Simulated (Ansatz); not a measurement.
## Ansatz (development build ahead of 0.2.0) run

```yaml
crystal:
  periodic: [false, false, false]
  atoms:
    - { symbol: Al, position_ang: [0.0, 0.0, -0.12865] }
    - { symbol: H, position_ang: [0.0, 0.0, 1.67243] }
basis:
  gaussian: { orbitals: cc-pVTZ }
hamiltonian:
  xc: hf
correlation:
  method: mp2
  frozen_orbitals: { Al: 5, H: 0 }
```

The input is written out in the form of the current development build from the run's settings.

Results

| Item | Value |
| --- | --- |
| Converged | yes |
| Reference energy | -242.45823 hartree |
| Correlation energy | -0.06202 hartree |
| Total energy | -242.52025 hartree |
| Spin squared of the determinant | 0.000 |
